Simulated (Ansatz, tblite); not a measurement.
**The cluster B₄+: a ladder of methods and basis sets**

An exercise on one series of results from a longer session: the logs are not shown, and one member is left open.

Program: Ansatz 0.2.0, Gaussian basis. Level of theory: as each input shows. These are calculated values, not measurements.

Plan: GFN1-xTB, GFN2-xTB, PBE-D4/def2-TZVP, r2SCAN-D4/def2-TZVP, PBE-QIDH/def2-TZVP, CAM-B3LYP-D4/def2-TZVP, LC-ωPBE/def2-TZVP, B2PLYP/def2-TZVP, r2SCANh-D4/def2-TZVP, PBE-D4/def2-SVP, PBE0-D4/def2-SVP, HF/STO-3G, HF/6-31G, B3LYP-D4/6-31G, CCSD(T)/def2-TZVPP, MP2/def2-TZVP, RPA/def2-TZVP.

## The relaxed structure

The doublet was relaxed beforehand with B3LYP-D4/def2-TZVP. At that level it is the lowest of the isomers that a small search found.

4 atoms, charge 1, spin multiplicity 2.

Bond lengths: B1–B3 1.544 Å, B1–B4 1.544 Å, B2–B3 1.544 Å, B2–B4 1.544 Å. Angles: B3–B1–B4 90.0°, B3–B2–B4 90.0°, B1–B3–B2 90.0°, B1–B4–B2 90.0°.

The ion is computed in the gas phase, without counter-ions or solvent.

PBE0-D4/def2-TZVP was run before; its log isn't repeated, and its numbers join the tables.

The first run:

Tight binding, by tblite at 300 K electronic temperature and without a spin-polarisation term:

```python
tblite.interface.Calculator('GFN1-xTB', numbers, positions, charge=1, uhf=1).singlepoint()
```

Tight binding, by tblite at 300 K electronic temperature and without a spin-polarisation term:

```python
tblite.interface.Calculator('GFN2-xTB', numbers, positions, charge=1, uhf=1).singlepoint()
```

start.molden holds the orbitals of an earlier run on this state, given as this run's starting guess.

in.yaml

```yaml
crystal:
  periodic: [false, false, false]
  atoms:
    - {symbol: B, position_ang: [-0.525918, -0.955710, 0.043330]}
    - {symbol: B, position_ang: [0.525907, 0.955709, -0.043445]}
    - {symbol: B, position_ang: [-0.954555, 0.527130, 0.040876]}
    - {symbol: B, position_ang: [0.954555, -0.527130, -0.040770]}
basis:
  gaussian: {orbitals: def2-TZVP, initial_orbitals: start.molden}
total_charge: 1
magnetization: {spin_polarized: true, initial_magnetization: 1}
hamiltonian: {xc: pbe, dispersion: d4}
scf: {omitted_lower_state_checks: [starts]}
output: {orbitals: {seedname: orbitals}}
```

On the command line:

```
ansatz run in.yaml --threads 4 --pin off --events-out ev --progress --plain --max-ram 3916MiB
```

Among the steps run: PBE-D4/def2-TZVP; r2SCAN-D4/def2-TZVP; PBE-QIDH/def2-TZVP; CAM-B3LYP-D4/def2-TZVP; LC-ωPBE/def2-TZVP; B2PLYP/def2-TZVP; r2SCANh-D4/def2-TZVP; PBE-D4/def2-SVP; PBE0-D4/def2-SVP; HF/STO-3G; HF/6-31G; B3LYP-D4/6-31G; CCSD(T)/def2-TZVPP; MP2/def2-TZVP; RPA/def2-TZVP.

One table of the session follows, with a row left open; its other results are not shown here.

```
                 level  HOMO (eV)  LUMO (eV)  gap (eV)
             HF/STO-3G     -13.75      -4.40      9.35
              HF/6-31G     -15.40      -7.02      8.38
       PBE-D4/def2-SVP     -13.44     -12.37      1.07
      PBE-D4/def2-TZVP          ?          ?         ?
   r2SCAN-D4/def2-TZVP     -13.64     -11.90      1.74
  r2SCANh-D4/def2-TZVP     -13.95     -11.54      2.41
        B3LYP-D4/6-31G     -13.82     -11.44      2.38
      PBE0-D4/def2-SVP     -14.25     -11.36      2.89
     PBE0-D4/def2-TZVP     -14.21     -11.30      2.91
CAM-B3LYP-D4/def2-TZVP     -15.28     -10.24      5.05
     LC-ωPBE/def2-TZVP     -16.64      -8.94      7.70
```

Estimate the missing values for PBE-D4/def2-TZVP.

As computed: HOMO (eV): -13.41; LUMO (eV): -12.34; gap (eV): 1.07. In the column «HOMO (eV)» it is the highest.

Caveats from the session: Over the named functionals in def2-TZVP spin contamination reaches 0.02 (LC-ωPBE), which is small.
